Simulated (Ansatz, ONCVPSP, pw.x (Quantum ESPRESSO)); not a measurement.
Equation-of-state test of one ONCV potential (lanthanum (La))

```json
{
  "Element": "lanthanum (La)",
  "Generator": "ONCVPSP 4.0.1.1 (patched build)",
  "Type": "optimised norm-conserving Vanderbilt (ONCV)",
  "Functional": "LDA (Perdew-Wang 92)",
  "Relativity": "scalar-relativistic",
  "Frozen core": "[Kr] 4d10",
  "Valence charge": "11",
  "Reference configuration": "5s2 5p6 5d1 6s2",
  "Partial waves": "5s+6s: rc 2.70 bohr, ncon 4, nbas 8, qcut 5.8 1/bohr, 2 projectors; 5p: rc 2.10 bohr, ncon 5, nbas 8, qcut 4.1 1/bohr, 2 projectors, debl 1.2 Ha; 5d: rc 3.60 bohr, ncon 4, nbas 9, qcut 4.4 1/bohr, 2 projectors, debl 4.05 Ha; f scattering state at 0.14 Ha: rc 3.60 bohr, ncon 3, nbas 7, qcut 3.2 1/bohr, 2 projectors, debl 0.9 Ha",
  "Local potential": "polynomial inside 1.80 bohr (lpopt 5, dvloc0 2 Ha)",
  "Core correction": "none"
}
```

In the f channel the program set the typed energies aside and used -0.169, 0.731 Ha.

Atomic tests: cutoffs needed: 32 Ha and 42 Ha (the cutoffs (Ha) at which the residual kinetic energy of the hardest occupied pseudo-wave falls to 1 and 0.1 mHa per electron); ghost test: no bound ghost flagged; GHOST(+) flagged for s at 111.8 eV; largest excitation error: -8.1 meV (all-electron minus pseudo) for 5s2 5p6 5d1 6s0, out of 4 test configurations.

Crystal test: bcc La in pw.x 7.5, no spin, 11³ k-points, Fermi–Dirac smearing 0.01 Ry, cutoffs 100/400 Ry. The lattice is a test structure that the element need not adopt, and mesh and smearing are coarse.

pw.x input:

```
&control
  calculation='scf', prefix='x', pseudo_dir='./', outdir='./tmp', tstress=.true., disk_io='none'
/
&system
  ibrav=0, nat=1, ntyp=1, ecutwfc=100, ecutrho=400, nbnd=13,
  occupations='smearing', smearing='fd', degauss=0.01
/
&electrons
  conv_thr=1e-09, mixing_beta=0.4, electron_maxstep=70
/
ATOMIC_SPECIES
La 1.0 La.UPF
CELL_PARAMETERS angstrom
  -2.02779931 2.02779931 2.02779931
  2.02779931 -2.02779931 2.02779931
  2.02779931 2.02779931 -2.02779931
ATOMIC_POSITIONS crystal
La 0.0000 0.0000 0.0000
K_POINTS automatic
11 11 11 0 0 0
```

```bash
pw.x < La.scf.in > La.scf.out
```

Task: How does the run end?

Result: It converges; the pressure is -2.53 GPa against -0.04 GPa from all-electron LAPW. The largest radius (3.60 bohr) exceeds half the bond length (3.32 bohr), so the spheres overlap, which is one possible source of error among others. This is a poor potential for the solid. The atomic tests give no hint of an error of this size, and its cause was not traced. The log shows:

```
     number of Kohn-Sham states=           13
     kinetic-energy cutoff     =     100.0000  Ry
     charge density cutoff     =     400.0000  Ry
     scf convergence threshold =      1.0E-09
     Exchange-correlation= SLA  PW   NOGX NOGC
     number of k points=    56  Fermi-Dirac smearing, width (Ry)=  0.0100
     iteration #  1     ecut=   100.00 Ry     beta= 0.40
     total energy              =     -63.76447978 Ry
     estimated scf accuracy    <       0.00480790 Ry
     iteration #  2     ecut=   100.00 Ry     beta= 0.40
     total energy              =     -63.76440173 Ry
     estimated scf accuracy    <       0.00094371 Ry
     iteration #  3     ecut=   100.00 Ry     beta= 0.40
     c_bands:  1 eigenvalues not converged
     total energy              =     -63.76452900 Ry
     estimated scf accuracy    <       0.00005316 Ry
     iteration #  4     ecut=   100.00 Ry     beta= 0.40
     total energy              =     -63.76453361 Ry
     estimated scf accuracy    <       0.00000079 Ry
     iteration #  5     ecut=   100.00 Ry     beta= 0.40
     total energy              =     -63.76453397 Ry
     estimated scf accuracy    <       0.00000011 Ry
     iteration #  6     ecut=   100.00 Ry     beta= 0.40
     total energy              =     -63.76453399 Ry
     estimated scf accuracy    <       0.00000001 Ry
     iteration #  7     ecut=   100.00 Ry     beta= 0.40
     the Fermi energy is    12.1743 ev
!    total energy              =     -63.76453399 Ry
     estimated scf accuracy    <          3.6E-10 Ry
     smearing contrib. (-TS)   =      -0.01223511 Ry
     The total energy is F=E-TS. E is the sum of the following terms:
     one-electron contribution =      -4.35672653 Ry
     hartree contribution      =       6.68550252 Ry
     xc contribution           =      -8.62427255 Ry
     ewald contribution        =     -57.45680232 Ry
     convergence has been achieved in   7 iterations
          total   stress  (Ry/bohr**3)                   (kbar)     P=      -25.33
     Message from routine punch:
     Nothing written, as per user request (disk_io='none')
```
